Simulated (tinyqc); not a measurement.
Worked calculation: CCSD on RHF in the sto-3g basis, for H2F+, spin multiplicity 1. One step of it, computed by the program tinyqc.

Question. CCSD: starting amplitudes. t_ij^ab = <ij||ab> / (e_i + e_j - e_a - e_b), whose energy is MP2.

orbital energies (hartree): MO1 -26.652230, MO2 -2.099215, MO3 -1.233915, MO4 -1.108921, MO5 -1.066844, MO6 0.023515, MO7 0.183626

Two-electron integrals over orbitals (pq|rs), unique and non-zero (hartree):
```
(11|11) 5.361531    (21|11) -0.499216   (21|21) 0.074044    (22|11) 1.198652
(22|21) -0.018325   (22|22) 0.861619    (31|11) 0.006075    (31|21) -0.000733
(31|22) 0.000739    (31|31) 0.017455    (32|11) -0.002976   (32|21) 0.000402
(32|22) 0.001874    (32|31) 0.026025    (32|32) 0.161501    (33|11) 0.998722
(33|21) -0.007976   (33|22) 0.767477    (33|31) -0.000318   (33|32) -0.001728
(33|33) 0.750961    (41|11) 0.145992    (41|21) -0.018035   (41|22) 0.016182
(41|31) 0.000329    (41|32) -0.000008   (41|33) 0.005487    (41|41) 0.029336
(42|11) -0.092114   (42|21) 0.009008    (42|22) 0.012931    (42|31) -0.000023
(42|32) 0.000082    (42|33) -0.004849   (42|41) 0.029134    (42|42) 0.156017
(43|11) 0.004375    (43|21) -0.000216   (43|22) 0.001451    (43|31) -0.004420
(43|32) 0.003318    (43|33) 0.001785    (43|41) -0.000412   (43|42) -0.002298
(43|43) 0.048591    (44|11) 1.169085    (44|21) -0.015208   (44|22) 0.813874
(44|31) 0.000063    (44|32) -0.002215   (44|33) 0.723740    (44|41) -0.012001
(44|42) -0.094389   (44|43) 0.002798    (44|44) 0.910415    (51|51) 0.029631
(52|51) 0.038858    (52|52) 0.179481    (53|51) -0.000450   (53|52) -0.001574
(53|53) 0.039007    (54|51) -0.010688   (54|52) -0.037937   (54|53) 0.000615
(54|54) 0.056951    (55|11) 1.264003    (55|21) -0.013962   (55|22) 0.877940
(55|31) 0.000174    (55|32) -0.001554   (55|33) 0.755445    (55|41) 0.004151
(55|42) -0.050526   (55|43) 0.002473    (55|44) 0.842112    (55|55) 0.997514
(61|11) 0.228656    (61|21) -0.036024   (61|22) 0.003476    (61|31) 0.001241
(61|32) 0.001142    (61|33) 0.002429    (61|41) -0.003802   (61|42) -0.019460
(61|43) 0.000075    (61|44) 0.015061    (61|55) 0.006208    (61|61) 0.023939
(62|11) -0.308543   (62|21) 0.007612    (62|22) -0.153408   (62|31) 0.000706
(62|32) 0.004016    (62|33) -0.096877   (62|41) -0.018068   (62|42) -0.037568
(62|43) -0.001569   (62|44) -0.108411   (62|55) -0.158565   (62|61) 0.004359
(62|62) 0.083114    (63|11) 0.025131    (63|21) -0.000557   (63|22) 0.012473
(63|31) -0.004484   (63|32) 0.023860    (63|33) 0.010554    (63|41) 0.000045
(63|42) -0.003630   (63|43) 0.015881    (63|44) 0.011092    (63|55) 0.013833
(63|61) 0.000087    (63|62) -0.005852   (63|63) 0.063800    (64|11) -0.251502
(64|21) 0.002908    (64|22) -0.129124   (64|31) -0.000550   (64|32) -0.003604
(64|33) -0.079449   (64|41) -0.005818   (64|42) 0.009835    (64|43) -0.000894
(64|44) -0.141461   (64|55) -0.135236   (64|61) 0.001111    (64|62) 0.060762
(64|63) -0.008180   (64|64) 0.067735    (65|51) -0.014724   (65|52) -0.055657
(65|53) 0.001931    (65|54) -0.004933   (65|65) 0.028503    (66|11) 0.726101
(66|21) -0.005644   (66|22) 0.594663    (66|31) -0.000956   (66|32) -0.011164
(66|33) 0.569848    (66|41) 0.017560    (66|42) 0.070476    (66|43) -0.006113
(66|44) 0.548232    (66|55) 0.564955    (66|61) -0.005355   (66|62) -0.061306
(66|63) -0.008279   (66|64) -0.030126   (66|66) 0.558407    (71|11) 0.017461
(71|21) -0.002843   (71|22) -3.85e-06   (71|31) -0.017466   (71|32) -0.024804
(71|33) 0.000661    (71|41) 0.000129    (71|42) -0.000887   (71|43) 0.004581
(71|44) 0.000896    (71|55) 0.000460    (71|61) 0.000705    (71|62) -0.000774
(71|63) 0.004164    (71|64) 0.000501    (71|66) 0.000946    (71|71) 0.017684
(72|11) -0.024673   (72|21) 0.000547    (72|22) -0.012274   (72|31) -0.017002
(72|32) -0.058486   (72|33) -0.005845   (72|41) -0.000893   (72|42) -0.000601
(72|43) 0.026627    (72|44) -0.009799   (72|55) -0.012393   (72|61) -0.000790
(72|62) 0.002797    (72|63) 0.029320    (72|64) 0.004771    (72|66) -0.005660
(72|71) 0.016322    (72|72) 0.054711    (73|11) -0.419695   (73|21) 0.008724
(73|22) -0.192783   (73|31) -0.000098   (73|32) 0.004476    (73|33) -0.158963
(73|41) 0.001456    (73|42) 0.061924    (73|43) -0.000663   (73|44) -0.199263
(73|55) -0.222872   (73|61) -0.005955   (73|62) 0.073939    (73|63) -0.005035
(73|64) 0.078819    (73|66) -0.022670   (73|71) -0.000386   (73|72) 0.007543
(73|73) 0.158249    (74|11) -0.007886   (74|21) 0.000062    (74|22) -0.003405
(74|31) 0.008564    (74|32) 0.061192    (74|33) -0.002903   (74|41) -0.000642
(74|42) -0.001808   (74|43) -0.011369   (74|44) -0.004331   (74|55) -0.003975
(74|61) 0.000753    (74|62) 0.003629    (74|63) 0.038056    (74|64) -0.001089
(74|66) -0.009179   (74|71) -0.008515   (74|72) -0.011296   (74|73) 0.005317
(74|74) 0.050618    (75|51) -0.001111   (75|52) -0.004211   (75|53) -0.025168
(75|54) 0.000274    (75|65) 0.000781    (75|75) 0.019790    (76|11) -0.001848
(76|21) 0.000122    (76|22) 0.001371    (76|31) 0.010414    (76|32) 0.097429
(76|33) -0.001971   (76|41) 0.000809    (76|42) 0.002572    (76|43) 0.042016
(76|44) -0.003237   (76|55) -0.000804   (76|61) 0.000098    (76|62) -0.001355
(76|63) 0.074903    (76|64) -0.005974   (76|66) -0.018824   (76|71) -0.010208
(76|72) 0.009797    (76|73) 0.007544    (76|74) 0.058679    (76|76) 0.150903
(77|11) 0.815937    (77|21) -0.007910   (77|22) 0.627436    (77|31) 0.001629
(77|32) 0.013410    (77|33) 0.629460    (77|41) 0.003776    (77|42) 0.009926
(77|43) 0.005024    (77|44) 0.603716    (77|55) 0.612543    (77|61) 0.002894
(77|62) -0.050080   (77|63) 0.013804    (77|64) -0.030388   (77|66) 0.547801
(77|71) -0.001250   (77|72) -0.003060   (77|73) -0.068114   (77|74) 0.007119
(77|76) 0.017136    (77|77) 0.593969
```

Give: Starting amplitudes; correlation energy.

Answer.

Starting amplitudes (spin orbitals 1a, 1b, ...; amplitudes related by a flip of all spins are not repeated; the 24 largest):

| from | to | t |
|---|---|---|
| 3a 3b | 7a 7b | -0.0558 |
| 3a 4b | 6b 7a | 0.0309 |
| 4a 4b | 6a 6b | -0.0299 |
| 3a 3b | 6a 6b | -0.0254 |
| 2a 3b | 6a 7b | -0.0209 |
| 4a 4b | 7a 7b | -0.0196 |
| 2a 2b | 6a 6b | -0.0196 |
| 2a 4b | 6a 6b | -0.0187 |
| 3a 4a | 6a 7a | 0.0160 |
| 3a 4b | 6a 7b | -0.0149 |
| 5a 5b | 6a 6b | -0.0131 |
| 2a 3a | 6a 7a | -0.0126 |
| 2a 2b | 7a 7b | -0.0120 |
| 2a 3b | 6b 7a | 0.0083 |
| 5a 5b | 7a 7b | -0.0079 |
| 3a 4b | 6a 6b | 0.0034 |
| 2a 4b | 7a 7b | 0.0032 |
| 2a 3b | 7a 7b | -0.0020 |
| 3a 4b | 7a 7b | -0.0020 |
| 3a 3b | 6a 7b | 0.0019 |
| 2a 3b | 6a 6b | 0.0017 |
| 2a 4b | 6b 7a | 0.0014 |
| 2a 4b | 6a 7b | -0.0011 |
| 2a 2b | 6a 7b | -0.0006 |

correlation energy = -0.030857 hartree
